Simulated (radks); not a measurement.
**Cl⁴⁺ in [Ne] 3s2 3p1: an all-electron calculation**

Wanted: eigenvalues, radial structure and energy terms of the chlorine ion Cl4+.

Program: radks (a radial shooting solver on a logarithmic mesh, Libxc functionals) version 1. Level of theory: non-relativistic Kohn-Sham, MS2 meta-GGA, spin-polarised, spherical densities, point nucleus; open shells are filled with parallel spins first. These are calculated values, not measurements, unless marked.

### 1 The atom as given

| Item | Value |
| --- | --- |
| element | chlorine (Z = 17) |
| charge | +4 |
| electrons | 13 |
| configuration | [Ne] 3s2 3p1 |

The outer shells:

Cl⁴⁺
```
[Ne] core
3s [↑↓]
3p [↑ ][  ][  ]
```

### 2 The calculation

The run's settings:

```text
Z 17
configuration [Ne] 3s2 3p1
relativity non-relativistic
functional ms2,regtpss
spin polarised
nucleus point
```

Started as:

```bash
$ python run_ks.py task.json out
```

This one command runs every case of the session in turn.

**Question.** What will this run give?

The runs gave:

| quantity | value |
| --- | --- |
| total energy | -455.36978 hartree |
| exchange-correlation share of it | 5.80 % |
| −T/E | 0.9990 |
| highest occupied level | 3p up, -60.324 eV |
| most extended occupied level | 3p up, <r> = 1.45 bohr |
| radius at density 0.001 e/bohr³ | 2.82 bohr |
| maxima of the radial density | 3 |
| ionisation energy, NIST | 67.7 (semi-emp.) eV |

What this shows: The radial density shows 3 maxima for 3 occupied principal shells. −T/E = 0.9990, near the virial value of 1. Minus the highest eigenvalue, 60.324 eV, is 89 % of the tabulated ionisation energy (67.7 eV); the potential of a semilocal functional falls off too fast, so its top eigenvalue is too shallow. Open shells are spherical and high-spin; term and fine-structure splittings are not resolved.
